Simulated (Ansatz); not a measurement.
Ideal-gas functions of nitrogen (`N#N`) at 298.15 K and 1 bar, from an Ansatz frequency run at PBE0-D4/def2-TZVP.

Molar mass 28.01 g/mol, point group D∞h (symmetry number 2), electronic degeneracy 1, moments of inertia 8.313 u Å². Harmonic wavenumbers (cm⁻¹, unscaled): 2484.

Use S(trans) = R[1.5 ln M + 2.5 ln T − 1.1517]; rotational temperatures θ = 24.2544 K / I; S(rot) = R[ln(T/σθ) + 1]; for each mode x = 1.438777 ν̃/T, S = R[x/(eˣ − 1) − ln(1 − e⁻ˣ)] and H = RT x/(eˣ − 1); 1 cm⁻¹ = 0.0119627 kJ/mol; R = 8.31446 J/(mol·K).

By hand: the entropy, in J/(mol·K).

Translation 150.4. Rotation: θ = 2.9176 K, giving 41.0. Vibration, mode by mode: 0.00, in all 0.0. Electronic 0.0. Sum 191.4 J/(mol·K).

By hand: H − E and G − E in kJ/mol, counted from the electronic energy.

Zero-point energy ½ × 2484 × 0.0119627 = 14.9; thermal vibration 0.0; translation, rotation and pV give 3.5 RT = 8.7. H − E = 23.6 kJ/mol, and G − E = 23.6 − 298.15 × 191.4/1000 = -33.5 kJ/mol.

Vibration gives 0 % of the entropy; all modes have x over 3 and are hardly excited.
